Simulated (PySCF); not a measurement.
Gas-phase XPS of `[AlH4-]`, computed

Compound: AlH4 (charge -1).
Z-matrix (Å and degrees, PBE0-D3(BJ)/def2-SVP geometry), rows numbered from 1:
```
Al
H   1  1.6507
H   1  1.6508  2  109.49
H   1  1.6507  2  109.47  3  -120.02
H   1  1.6508  2  109.48  3   119.99
```

Level of theory: PySCF, delta-SCF UKS SCAN, pcX-2 on the ionised atom, pcseg-1 elsewhere, spin-free X2C. Vertical ΔSCF values, vacuum level as zero.

Give the core binding energies atom by atom.

| atom(s) | bonded to | level | binding energy (eV) | count |
| --- | --- | --- | --- | --- |
| Al1 | 4 H | Al 1s | 1559.73 | 1 |

What is the longest wavelength that can ionise Al 1s of Al1 vertically?

λ = hc/E = 12398.42 eV Å / 1559.73 eV = 7.949 Å.

The species carries charge -1, so core ionisation leaves a neutral species. The basis sets have no added diffuse functions. Isolated species at its PBE0-D3(BJ)/def2-SVP geometry, gas phase. The geometry's basis has no diffuse functions, a weakness for an anion.
